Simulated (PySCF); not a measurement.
# C6H10: the cost of one run

Programs: PySCF 2.14.0, with routines of our own; each step states its level. All values are computed. Atoms count from 0.

## 1. The system as given

16 atoms, charge 0, multiplicity 1; geometry from: GFN2-xTB.

## 2. Magnetic properties: GIAO PBE0/pcSseg-1

Job settings and geometry (Å):

```
{"job": {"kind": "mag", "xc": "PBE0", "basis": "pcSseg-1", "isotopologues": 2}, "charge": 0, "multiplicity": 1}
C      1.589501    -1.076862     0.593611
C      0.774133    -0.005538    -0.110637
C      0.670704     1.327266     0.588907
C     -0.647899     1.266426     0.732130
C     -0.775609    -0.080580     0.064113
C     -1.601617    -0.127476    -1.210398
H      2.649038    -0.832327     0.553722
H      1.439627    -2.043492     0.117102
H      1.294087    -1.153311     1.637896
H      1.079112     0.069846    -1.157086
H      1.426586     2.038997     0.868758
H     -1.391347     1.920561     1.151671
H     -1.086848    -0.879459     0.741458
H     -1.299229     0.668603    -1.887686
H     -2.657805    -0.000675    -0.980843
H     -1.470034    -1.083034    -1.714128
```

Method: GIAO PBE0/pcSseg-1 magnetisability, rotational g tensor and spin-rotation constants, non-relativistic, gas phase.

On the command line:

```bash
> OMP_NUM_THREADS=1 python excited_run.py task.json out
```

This one command runs all jobs of the session in turn.

Q: Estimate the wall time and peak memory of this first job on 1 thread of Arm Neoverse V2, shared host.

About 19 s, with a peak of 0.74 GiB.
